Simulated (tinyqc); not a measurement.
Inside a calculation. Method: ROHF in the sto-3g basis, for CH2, spin multiplicity 3. One step of it, computed by the program tinyqc.

Question. Iteration 1: building the Fock matrix. J_ij = sum D_kl (ij|kl) with D = D(alpha) + D(beta), K_ij = sum D_kl (ik|jl) for each spin; F = H + J - K(s); E = tr D H + tr D J / 2 - 0.5 sum_s tr D(s) K(s) + E_nn.

D(alpha) at the start, order 1C 1s, 1C 2s, 1C 2px, 1C 2py, 1C 2pz, 2H 1s, 3H 1s:
$$\begin{pmatrix}
0.018326 & -0.103406 & 0.000000 & 0.000323 & 0.078254 & 0.060883 & 0.060674 \\
-0.103406 & 0.695292 & 0.000000 & 0.000148 & -0.189238 & -0.606236 & -0.601695 \\
0.000000 & 0.000000 & 1.000000 & 0.000000 & 0.000000 & 0.000000 & 0.000000 \\
0.000323 & 0.000148 & 0.000000 & 1.444031 & -0.000143 & -0.612489 & 0.609404 \\
0.078254 & -0.189238 & 0.000000 & -0.000143 & 0.903532 & -0.330367 & -0.328582 \\
0.060883 & -0.606236 & 0.000000 & -0.612489 & -0.330367 & 1.654578 & -0.029705 \\
0.060674 & -0.601695 & 0.000000 & 0.609404 & -0.328582 & -0.029705 & 1.648415
\end{pmatrix}$$

D(beta) at the start, order 1C 1s, 1C 2s, 1C 2px, 1C 2py, 1C 2pz, 2H 1s, 3H 1s:
$$\begin{pmatrix}
0.018326 & -0.103406 & 0.000000 & -0.000131 & 0.078254 & 0.060945 & 0.060612 \\
-0.103406 & 0.695289 & 0.000000 & 0.001900 & -0.189240 & -0.606475 & -0.601456 \\
0.000000 & 0.000000 & 0.000000 & 0.000000 & 0.000000 & 0.000000 & 0.000000 \\
-0.000131 & 0.001900 & 0.000000 & 0.244499 & 0.001096 & -0.448981 & 0.445593 \\
0.078254 & -0.189240 & 0.000000 & 0.001096 & 0.903531 & -0.330536 & -0.328413 \\
0.060945 & -0.606475 & 0.000000 & -0.448981 & -0.330536 & 1.632290 & -0.007376 \\
0.060612 & -0.601456 & 0.000000 & 0.445593 & -0.328413 & -0.007376 & 1.626044
\end{pmatrix}$$

core Hamiltonian H = T + V (hartree), order 1C 1s, 1C 2s, 1C 2px, 1C 2py, 1C 2pz, 2H 1s, 3H 1s:
$$\begin{pmatrix}
-18.676489 & -4.505338 & 0.000000 & -0.000063 & -0.017234 & -0.979679 & -0.973360 \\
-4.505338 & -5.613403 & 0.000000 & -0.000518 & -0.181475 & -2.239483 & -2.230252 \\
0.000000 & 0.000000 & -4.490541 & 0.000000 & 0.000000 & 0.000000 & 0.000000 \\
-0.000063 & -0.000518 & 0.000000 & -4.642557 & -0.000245 & -1.537325 & 1.532128 \\
-0.017234 & -0.181475 & 0.000000 & -0.000245 & -4.564894 & -1.118429 & -1.115701 \\
-0.979679 & -2.239483 & 0.000000 & -1.537325 & -1.118429 & -3.447673 & -0.657121 \\
-0.973360 & -2.230252 & 0.000000 & 1.532128 & -1.115701 & -0.657121 & -3.441676
\end{pmatrix}$$

Two-electron integrals (ij|kl) in chemists' order, unique and non-zero (hartree):
```
(11|11) 3.541948    (21|11) 0.576921    (21|21) 0.111888    (22|11) 0.854682
(22|21) 0.205284    (22|22) 0.624709    (31|31) 0.020296    (32|31) 0.030858
(32|32) 0.137996    (33|11) 0.852436    (33|21) 0.205335    (33|22) 0.624568
(33|33) 0.672833    (41|41) 0.020296    (42|41) 0.030858    (42|42) 0.137996
(43|43) 0.036269    (44|11) 0.852436    (44|21) 0.205335    (44|22) 0.624568
(44|33) 0.600295    (44|44) 0.672833    (51|51) 0.020296    (52|51) 0.030858
(52|52) 0.137996    (53|53) 0.036269    (54|54) 0.036269    (55|11) 0.852436
(55|21) 0.205335    (55|22) 0.624568    (55|33) 0.600295    (55|44) 0.600295
(55|55) 0.672833    (61|11) 0.124955    (61|21) 0.024089    (61|22) 0.044120
(61|33) 0.043968    (61|41) 0.001207    (61|42) 0.002248    (61|44) 0.044284
(61|51) 0.000844    (61|52) 0.001571    (61|54) 0.000221    (61|55) 0.044123
(61|61) 0.005303    (62|11) 0.300037    (62|21) 0.073029    (62|22) 0.244566
(62|33) 0.238698    (62|41) 0.005700    (62|42) 0.039299    (62|44) 0.250369
(62|51) 0.003985    (62|52) 0.027472    (62|54) 0.008159    (62|55) 0.244401
(62|61) 0.016404    (62|62) 0.125555    (63|31) 0.007423    (63|32) 0.039156
(63|43) 0.007685    (63|53) 0.005372    (63|63) 0.015426    (64|11) 0.209593
(64|21) 0.051675    (64|22) 0.183495    (64|33) 0.174244    (64|41) 0.010939
(64|42) 0.066523    (64|44) 0.197800    (64|51) 0.002458    (64|52) 0.019131
(64|54) 0.011095    (64|55) 0.178245    (64|61) 0.012153    (64|62) 0.111899
(64|64) 0.113346    (65|11) 0.146516    (65|21) 0.036123    (65|22) 0.128272
(65|33) 0.121805    (65|41) 0.002458    (65|42) 0.019131    (65|44) 0.127528
(65|51) 0.009141    (65|52) 0.052529    (65|54) 0.011686    (65|55) 0.135346
(65|61) 0.008495    (65|62) 0.078223    (65|64) 0.068451    (65|65) 0.063277
(66|11) 0.449827    (66|21) 0.111360    (66|22) 0.423891    (66|33) 0.401381
(66|41) 0.010948    (66|42) 0.101263    (66|44) 0.446401    (66|51) 0.007653
(66|52) 0.070788    (66|54) 0.031471    (66|55) 0.423381    (66|61) 0.025383
(66|62) 0.274941    (66|64) 0.270664    (66|65) 0.189208    (66|66) 0.774606
(71|11) 0.124139    (71|21) 0.023932    (71|22) 0.043835    (71|33) 0.043684
(71|41) -0.001198   (71|42) -0.002232   (71|44) 0.043998    (71|51) 0.000839
(71|52) 0.001562    (71|54) -0.000220   (71|55) 0.043837    (71|61) 0.005115
(71|62) 0.015369    (71|64) 0.010354    (71|65) 0.007969    (71|66) 0.023341
(71|71) 0.005234    (72|11) 0.298709    (72|21) 0.072709    (72|22) 0.243570
(72|33) 0.237721    (72|41) -0.005674   (72|42) -0.039151   (72|44) 0.249349
(72|51) 0.003970    (72|52) 0.027393    (72|54) -0.008136   (72|55) 0.243414
(72|61) 0.015401    (72|62) 0.091193    (72|64) 0.058152    (72|65) 0.055332
(72|66) 0.157161    (72|71) 0.016227    (72|72) 0.124643    (73|31) 0.007382
(73|32) 0.038967    (73|43) -0.007651   (73|53) 0.005353    (73|63) 0.010529
(73|73) 0.015294    (74|11) -0.208804   (74|21) -0.051482   (74|22) -0.182867
(74|33) -0.173649   (74|41) 0.010883    (74|42) 0.066243    (74|44) -0.197111
(74|51) -0.002450   (74|52) -0.019084   (74|54) 0.011063    (74|55) -0.177644
(74|61) -0.010383   (74|62) -0.058208   (74|64) -0.027638   (74|65) -0.034615
(74|66) -0.092332   (74|71) -0.012028   (74|72) -0.111153   (74|74) 0.112620
(75|11) 0.146097    (75|21) 0.036021    (75|22) 0.127949    (75|33) 0.121499
(75|41) -0.002450   (75|42) -0.019084   (75|44) 0.127209    (75|51) 0.009096
(75|52) 0.052320    (75|54) -0.011646   (75|55) 0.135001    (75|61) 0.007998
(75|62) 0.055393    (75|64) 0.034624    (75|65) 0.043454    (75|66) 0.101454
(75|71) 0.008416    (75|72) 0.077772    (75|74) -0.068098   (75|75) 0.062941
(76|11) 0.080955    (76|21) 0.019804    (76|22) 0.069362    (76|33) 0.067342
(76|41) -7.34e-07   (76|42) -0.000010   (76|44) 0.069288    (76|51) 0.001752
(76|52) 0.013127    (76|54) -3.24e-06   (76|55) 0.071386    (76|61) 0.004358
(76|62) 0.032632    (76|64) 0.025173    (76|65) 0.022313    (76|66) 0.067906
(76|71) 0.004330    (76|72) 0.032529    (76|74) -0.025119   (76|75) 0.022269
(76|76) 0.010442    (77|11) 0.448835    (77|21) 0.111119    (77|22) 0.423163
(77|33) 0.400700    (77|41) -0.010905   (77|42) -0.101014   (77|44) 0.445596
(77|51) 0.007630    (77|52) 0.070678    (77|54) -0.031413   (77|55) 0.422679
(77|61) 0.023442    (77|62) 0.157546    (77|64) 0.092481    (77|65) 0.101590
(77|66) 0.277719    (77|71) 0.025162    (77|72) 0.273792    (77|74) -0.269672
(77|75) 0.188685    (77|76) 0.067906    (77|77) 0.774606
```

nuclear repulsion = 5.76832179 hartree

Give: Coulomb J; exchange K(alpha); exchange K(beta); F(alpha); F(beta); total energy of this density.

Answer.

Coulomb J (hartree), order 1C 1s, 1C 2s, 1C 2px, 1C 2py, 1C 2pz, 2H 1s, 3H 1s:
$$\begin{pmatrix}
5.1970 & 1.2580 & 0.0000 & 0.0000 & -0.0202 & 0.2696 & 0.2679 \\
1.2580 & 4.1257 & 0.0000 & -0.0001 & 0.0175 & 1.7690 & 1.7625 \\
0.0000 & 0.0000 & 4.0258 & 0.0000 & 0.0000 & 0.0000 & 0.0000 \\
0.0000 & -0.0001 & 0.0000 & 4.1999 & 0.0001 & 1.4082 & -1.4041 \\
-0.0202 & 0.0175 & 0.0000 & 0.0001 & 4.1483 & 0.9887 & 0.9866 \\
0.2696 & 1.7690 & 0.0000 & 1.4082 & 0.9887 & 3.6938 & 0.5195 \\
0.2679 & 1.7625 & 0.0000 & -1.4041 & 0.9866 & 0.5195 & 3.6918
\end{pmatrix}$$

exchange K(alpha) (hartree), order 1C 1s, 1C 2s, 1C 2px, 1C 2py, 1C 2pz, 2H 1s, 3H 1s:
$$\begin{pmatrix}
0.0767 & 0.0945 & 0.0000 & -0.0001 & -0.0148 & 0.0213 & 0.0212 \\
0.0945 & 0.5598 & 0.0000 & -0.0012 & -0.2831 & 0.2308 & 0.2307 \\
0.0000 & 0.0000 & 0.7796 & 0.0000 & 0.0000 & 0.0000 & 0.0000 \\
-0.0001 & -0.0012 & 0.0000 & 0.8505 & -0.0005 & 0.3014 & -0.3015 \\
-0.0148 & -0.2831 & 0.0000 & -0.0005 & 0.6613 & 0.0877 & 0.0881 \\
0.0213 & 0.2308 & 0.0000 & 0.3014 & 0.0877 & 0.7773 & 0.0408 \\
0.0212 & 0.2307 & 0.0000 & -0.3015 & 0.0881 & 0.0408 & 0.7782
\end{pmatrix}$$

exchange K(beta) (hartree), order 1C 1s, 1C 2s, 1C 2px, 1C 2py, 1C 2pz, 2H 1s, 3H 1s:
$$\begin{pmatrix}
0.0328 & 0.0291 & 0.0000 & 0.0000 & -0.0139 & 0.0028 & 0.0028 \\
0.0291 & 0.2804 & 0.0000 & 0.0000 & -0.2752 & 0.1349 & 0.1346 \\
0.0000 & 0.0000 & 0.0681 & 0.0000 & 0.0000 & 0.0000 & 0.0000 \\
0.0000 & 0.0000 & 0.0000 & 0.1302 & 0.0002 & 0.1348 & -0.1345 \\
-0.0139 & -0.2752 & 0.0000 & 0.0002 & 0.5883 & 0.0779 & 0.0779 \\
0.0028 & 0.1349 & 0.0000 & 0.1348 & 0.0779 & 0.6921 & 0.0448 \\
0.0028 & 0.1346 & 0.0000 & -0.1345 & 0.0779 & 0.0448 & 0.6931
\end{pmatrix}$$

F(alpha) (hartree), order 1C 1s, 1C 2s, 1C 2px, 1C 2py, 1C 2pz, 2H 1s, 3H 1s:
$$\begin{pmatrix}
-13.5561 & -3.3418 & 0.0000 & 0.0000 & -0.0227 & -0.7313 & -0.7267 \\
-3.3418 & -2.0474 & 0.0000 & 0.0006 & 0.1191 & -0.7013 & -0.6985 \\
0.0000 & 0.0000 & -1.2444 & 0.0000 & 0.0000 & 0.0000 & 0.0000 \\
0.0000 & 0.0006 & 0.0000 & -1.2932 & 0.0003 & -0.4305 & 0.4296 \\
-0.0227 & 0.1191 & 0.0000 & 0.0003 & -1.0779 & -0.2174 & -0.2172 \\
-0.7313 & -0.7013 & 0.0000 & -0.4305 & -0.2174 & -0.5312 & -0.1784 \\
-0.7267 & -0.6985 & 0.0000 & 0.4296 & -0.2172 & -0.1784 & -0.5281
\end{pmatrix}$$

F(beta) (hartree), order 1C 1s, 1C 2s, 1C 2px, 1C 2py, 1C 2pz, 2H 1s, 3H 1s:
$$\begin{pmatrix}
-13.5123 & -3.2765 & 0.0000 & -0.0001 & -0.0235 & -0.7128 & -0.7082 \\
-3.2765 & -1.7681 & 0.0000 & -0.0007 & 0.1112 & -0.6054 & -0.6023 \\
0.0000 & 0.0000 & -0.5329 & 0.0000 & 0.0000 & 0.0000 & 0.0000 \\
-0.0001 & -0.0007 & 0.0000 & -0.5729 & -0.0004 & -0.2639 & 0.2625 \\
-0.0235 & 0.1112 & 0.0000 & -0.0004 & -1.0049 & -0.2077 & -0.2070 \\
-0.7128 & -0.6054 & 0.0000 & -0.2639 & -0.2077 & -0.4460 & -0.1824 \\
-0.7082 & -0.6023 & 0.0000 & 0.2625 & -0.2070 & -0.1824 & -0.4430
\end{pmatrix}$$

total energy of this density = -11.818472 hartree
